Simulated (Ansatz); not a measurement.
The first iterations of a band of C₃H₄FNO (10 atoms, charge 0, multiplicity 1).

Level of theory: RKS B3LYP/def2-SVP in Ansatz.

```yaml
movable_images: 9
climbing_image: yes
spring: 5.0 eV/Å²
optimiser: quadratic models (default)
start_path: IDPP
force_threshold: 0.05 eV/Å
iteration_limit: 60
end_points: relaxed
```

First end point:

```xyz
10
Properties=species:S:1:pos:R:3
N -0.903 -1.650 0.701
C -0.163 -0.931 -0.240
C 0.271 0.319 -0.103
O 0.190 1.356 0.832
C 0.960 1.542 -0.349
F 0.476 2.446 -1.225
H -1.600 -2.268 0.295
H -1.312 -1.078 1.435
H 0.126 -1.477 -1.143
H 2.039 1.692 -0.201
```

Last end point:

```xyz
10
Properties=species:S:1:pos:R:3
N -1.321 -1.431 0.443
C -0.310 -0.859 -0.332
C 0.291 0.304 -0.094
O 0.260 1.313 0.875
C 1.076 1.480 -0.278
F 0.687 2.451 -1.130
H -1.274 -2.444 0.507
H -1.435 -1.011 1.361
H -0.048 -1.392 -1.251
H 2.158 1.539 -0.098
```

| iteration | highest image above the first end (eV) | largest band force component (eV/Å) |
| --- | --- | --- |
| 1 | 0.074 | 0.552 |
| 2 | 0.063 | 0.229 |

Task: Does the band converge within its limit, and where does its top end?

Result: It converged. It ended after 5 iterations with the highest image 0.060 eV above the first end. A vibrational analysis at the climbing image gives one clearly imaginary mode, 457i cm⁻¹: a first-order saddle point.

Time of the run: 3.5 min on 2 threads of Arm Neoverse N1 (shared host), peak memory 0.24 GiB.
